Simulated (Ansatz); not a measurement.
A nudged elastic band was laid between two geometries of C2H8Si + H (12 atoms, charge 0, multiplicity 2).

These are results of UHF/6-31G* in Ansatz 0.2.0, not measurements.

```json
{
  "movable images": "7",
  "climbing image": "yes",
  "spring": "5.0 eV/Å²",
  "optimiser": "quadratic models (default)",
  "start path": "through a guess of the saddle point",
  "force threshold": "0.05 eV/Å",
  "iteration limit": "60",
  "end points": "relaxed"
}
```

Initial state:

```xyz
12
Properties=species:S:1:pos:R:3
Si -0.014 -0.026 -0.290
H -0.184 -0.307 1.154
C 1.828 0.040 -0.708
H 2.322 -0.894 -0.456
H 1.986 0.220 -1.768
H 2.326 0.835 -0.160
C -0.883 1.594 -0.726
H -1.941 1.551 -0.483
H -0.453 2.429 -0.179
H -0.798 1.815 -1.786
H -0.648 -1.140 -1.035
H -0.173 -0.298 4.608
```

Final state:

```xyz
12
Properties=species:S:1:pos:R:3
Si -0.121 -0.223 -1.004
H -0.088 -0.127 3.560
C 1.758 -0.101 -0.781
H 2.233 -1.069 -0.915
H 2.194 0.585 -1.504
H 2.012 0.259 0.211
C -0.967 1.461 -0.791
H -2.041 1.381 -0.931
H -0.790 1.864 0.202
H -0.591 2.182 -1.514
H -0.440 -0.787 -2.339
H 0.206 0.396 3.978
```

(1) What changes between the two ends?

(2) Give the energies along the band, and the barrier.

(3) What is the geometry of the highest image?

(4) What are the harmonic wavenumbers there?

Answers

(1) Bonds broken: Si1–H2. Bonds formed: H2–H12. C2H8Si + H becomes C2H7Si + H2.

(2) It converged. The highest image is number 3 of 0 to 8, 0.74 eV above the first end and 0.92 eV above the last; the last end lies 0.18 eV below the first. A vibrational analysis at the climbing image gives one clearly imaginary mode, 1960i cm⁻¹: a first-order saddle point.

| image | path coordinate (Å) | energy (eV) | Si1–H2 (Å) | H2–H12 (Å) |
| --- | --- | --- | --- | --- |
| 0 | 0.00 | 0.00 | 1.48 | 3.45 |
| 1 | 0.72 | 0.01 | 1.48 | 2.69 |
| 2 | 1.44 | 0.11 | 1.48 | 1.94 |
| 3 | 2.16 | 0.74 | 1.74 | 0.99 |
| 4 | 2.99 | 0.05 | 2.55 | 0.73 |
| 5 | 3.81 | -0.14 | 3.20 | 0.73 |
| 6 | 4.64 | -0.17 | 3.82 | 0.73 |
| 7 | 5.46 | -0.18 | 4.25 | 0.73 |
| 8 | 6.29 | -0.18 | 4.57 | 0.73 |

(3) 
```xyz
12
Properties=species:S:1:pos:R:3
Si 0.002 -0.002 -0.092
H -0.119 -0.190 1.634
C 1.831 0.030 -0.576
H 2.325 -0.896 -0.298
H 1.953 0.161 -1.649
H 2.353 0.845 -0.083
C -0.895 1.587 -0.591
H -1.942 1.552 -0.306
H -0.451 2.455 -0.111
H -0.850 1.745 -1.665
H -0.664 -1.174 -0.706
H -0.176 -0.293 2.615
```

(4) 1960i, 141, 151, 183, 200, 219, 595, 671, 673, 745, 786, 946, 964, 984, 1117, 1146, 1151, 1448, 1454, 1599, 1602, 1607, 1611, 2336, 3191, 3192, 3257, 3259, 3268, 3269 cm⁻¹.

Run time: 2.5 min on 1 thread of Arm Neoverse V1 (shared host), peak memory 0.14 GiB.
